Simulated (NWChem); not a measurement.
All runs are NWChem calculations. System: CH2, charge 0, spin multiplicity 3, at a geometry optimised with UPBE0/def2-SVP. The structure started from a generated list of species. Its SCF solution wasn't tested for a lower state. Level: URI-MP2/cc-pVDZ, 1 core orbitals frozen.

The NWChem input:

```
start mol
memory heap 200 mb stack 900 mb global 1100 mb
geometry units angstroms nocenter noautoz
  C      0.000000     0.000000    -0.105884
  H      1.004074     0.000000     0.317651
  H     -1.004074     0.000000     0.317651
  symmetry group C2v
end
basis spherical
  * library cc-pvdz
end
basis "ri-mp2 basis" spherical
  * library cc-pvdz-ri
end
scf
  uhf
  nopen 2
  maxiter 100
  thresh 1e-7
  semidirect memsize 60000000 filesize 0
  # guess.movecs holds the orbitals of an unrestricted PBE0 run
  vectors input guess.movecs output mol.movecs
end
mp2
  freeze core 1
end
task rimp2 energy
```

Output (cleaned and shortened):

```
             Northwest Computational Chemistry Package (NWChem) 7.3.0
             --------------------------------------------------------

                                NWChem Input Module
                                -------------------

 Scaling coordinates for geometry "geometry" by  1.889725989
 (inverse scale =  0.529177249)

 Turning off AUTOSYM since
 SYMMETRY directive was detected!

                             Geometry "geometry" -> ""
                             -------------------------

 Output coordinates in angstroms (scale by  1.889725989 to convert to a.u.)

  No.       Tag          Charge          X              Y              Z
 ---- ---------------- ---------- -------------- -------------- --------------
    1 C                    6.0000     0.00000000     0.00000000    -0.10588400
    2 H                    1.0000     1.00407400     0.00000000     0.31765100
    3 H                    1.0000    -1.00407400     0.00000000     0.31765100

 Effective nuclear repulsion energy (a.u.)       6.0906771635

            Nuclear Dipole moment (a.u.)
            ----------------------------
        X                 Y               Z
 ---------------- ---------------- ----------------
     0.0000000000     0.0000000000    -0.0000037795

      Symmetry information
      --------------------

 Group name             C2v
 Group number             16
 Group order               4
 No. of unique centers     2

      Symmetry unique atoms

     1    2


 Summary of "ao basis" -> "" (spherical)
 ------------------------------------------------------------------------------
       Tag                 Description            Shells   Functions and Types
 ---------------- ------------------------------  ------  ---------------------
 *                          cc-pvdz                   on all atoms

 Summary of "ri-mp2 basis" -> "" (spherical)
 ------------------------------------------------------------------------------
       Tag                 Description            Shells   Functions and Types
 ---------------- ------------------------------  ------  ---------------------
[...]
 RI-MP2 Calculation Information:
          Nr. of AO basis functions:         24
     Nr. of fitting basis functions:         84
               Nr. of MO spin cases:          2
        Nr. of MOs to be correlated:         23         23
     Nr. of occupied MOs correlated:          4          2
      Nr. of virtual MOs correlated:         19         21

          RI integral approximation: 'V'
    Threshold for Schwarz screening:  1.000E-09
 Smallest eigenvalue retained in fit  1.000E-08
    Type of storage for MO integrals 'EAF library'

 Transformation block size    4, requiring     1 integral passes.
 XForm_3cInts: Completed     1:    4 pass.
 Transformation block size    2, requiring     1 integral passes.
 XForm_3cInts: Completed     1:    2 pass.
 Energy evaluation using block sizes     4    4
 RIMP2_V_E2: Approx. ints. done (    1:    4,    1:    4)
 RIMP2_V_E2: Copy to B done (    1:    4,    1:    4)
 RIMP2_V_E2: Denominators done (    1:    4,    1:    4)
 RIMP2_V_E2: Completed block (    1:    4,    1:    4)
 RIMP2_V_E2: Approx. ints. done (    1:    4,    1:    2)
 RIMP2_V_E2: Copy to B done (    1:    4,    1:    2)
 RIMP2_V_E2: Denominators done (    1:    4,    1:    2)
 RIMP2_V_E2: Completed block (    1:    4,    1:    2)
 RIMP2_V_E2: Approx. ints. done (    1:    2,    1:    2)
 RIMP2_V_E2: Copy to B done (    1:    2,    1:    2)
 RIMP2_V_E2: Denominators done (    1:    2,    1:    2)
 RIMP2_V_E2: Completed block (    1:    2,    1:    2)

          -------------------------------------------
          SCF energy                 -38.926589781600
          Correlation energy          -0.093082683254
          Total MP2 energy           -39.019672464854
          -------------------------------------------

 -----------------------
 Performance information
 -----------------------

 Timer overhead =  9.51D-08 seconds/call

               Nr. of calls         CPU time (s)                 Wall time (s)                GFlops
             ---------------    -------------------     ------------------------------   -------------------
Name         Min   Avg   Max    Min     Avg     Max     Min     Avg     Max   Mx/calls   Min     Max     Sum
Overall       1     1     1   6.99E-2 6.99E-2 6.99E-2  6.99E-2 6.99E-2 6.99E-2 6.99E-2   0.0     0.0     0.0
3c integr     2     2     2   1.40E-2 1.40E-2 1.40E-2  1.40E-2 1.40E-2 1.40E-2 6.99E-3   0.0     0.0     0.0
Energy        1     1     1   1.09E-3 1.09E-3 1.09E-3  1.09E-3 1.09E-3 1.09E-3 1.09E-3   0.0     0.0     0.0
3c integr     2     2     2   1.36E-2 1.36E-2 1.36E-2  1.36E-2 1.36E-2 1.36E-2 6.78E-3   0.0     0.0     0.0
First 2/3     6     6     6   9.78E-5 9.78E-5 9.78E-5  9.78E-5 9.78E-5 9.78E-5 1.63E-5   0.0     0.0     0.0
Final 1/3     2     2     2   9.84E-5 9.84E-5 9.84E-5  9.84E-5 9.84E-5 9.84E-5 4.92E-5   0.0     0.0     0.0
Write 3c      2     2     2   9.29E-5 9.29E-5 9.29E-5  9.29E-5 9.29E-5 9.29E-5 4.64E-5   0.0     0.0     0.0
Read 3c i     3     3     3   4.10E-5 4.10E-5 4.10E-5  4.10E-5 4.10E-5 4.10E-5 1.37E-5   0.0     0.0     0.0
Fitting b     1     1     1   2.90E-3 2.90E-3 2.90E-3  2.90E-3 2.90E-3 2.90E-3 2.90E-3   0.0     0.0     0.0
Schwarz i     1     1     1   6.65E-4 6.65E-4 6.65E-4  6.65E-4 6.65E-4 6.65E-4 6.65E-4   0.0     0.0     0.0
Form 4ci      3     3     3   7.47E-5 7.47E-5 7.47E-5  7.47E-5 7.47E-5 7.47E-5 2.49E-5   0.0     0.0     0.0
Form A &      3     3     3   6.45E-4 6.45E-4 6.45E-4  6.45E-4 6.45E-4 6.45E-4 2.15E-4   0.0     0.0     0.0
Denominat     3     3     3   8.45E-6 8.45E-6 8.45E-6  8.45E-6 8.45E-6 8.45E-6 2.82E-6   0.0     0.0     0.0
Pair Ener     3     3     3   6.00E-5 6.00E-5 6.00E-5  6.00E-5 6.00E-5 6.00E-5 2.00E-5   0.0     0.0     0.0

 The average no. of pstat calls per process was 3.30D+01
 with a timing overhead of 3.14D-06s

 Task  times  cpu:        0.1s     wall:        0.1s

 Total times  cpu:        0.1s     wall:        0.1s
```
